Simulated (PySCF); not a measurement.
Geometry:
```tsv
atom	x (Å)	y (Å)	z (Å)
C1	2.190	0.423	-0.167
C2	0.770	0.124	-0.139
C3	-0.422	-0.111	-0.113
C4	-1.826	-0.403	-0.085
N5	-2.778	0.442	-0.029
H6	2.426	1.127	-0.981
H7	2.511	0.885	0.779
H8	2.787	-0.489	-0.320
H9	-2.091	-1.473	-0.117
H10	-2.395	1.394	-0.004
```

Geometry: PBE0-D3(BJ)/def2-SVP; GIAO absolute shieldings from PySCF, gas phase, non-relativistic, averaged over equivalent atoms.

At PBE0/pcSseg-1 (110 basis functions, 6.9 s wall time on 1 thread of an Arm Neoverse V1, shared host):
```
   atoms  σ (ppm)
      C4     25.1
      C2     88.9
      C3    101.9
      C1    179.4
      N5   -123.1
     H10    20.34
      H9    23.68
H6/H7/H8    29.21
```

Problem. What do these become at B97-2/pcSseg-2?

Solution. 
```tsv
atoms	σ at B97-2/pcSseg-2	change
C4	22.7	-2.4
C2	87.9	-1.0
C3	100.8	-1.1
C1	177.9	-1.5
N5	-112.0	+11.1
H10	20.81	+0.47
H9	23.64	-0.04
H6/H7/H8	29.32	+0.11
```

The largest change is at N5 (nitrogen bonded to C, H). Cost: 250 basis functions, 24 s wall time on 1 thread of an Arm Neoverse V1, shared host. The order of the carbon signals is the same at both levels.
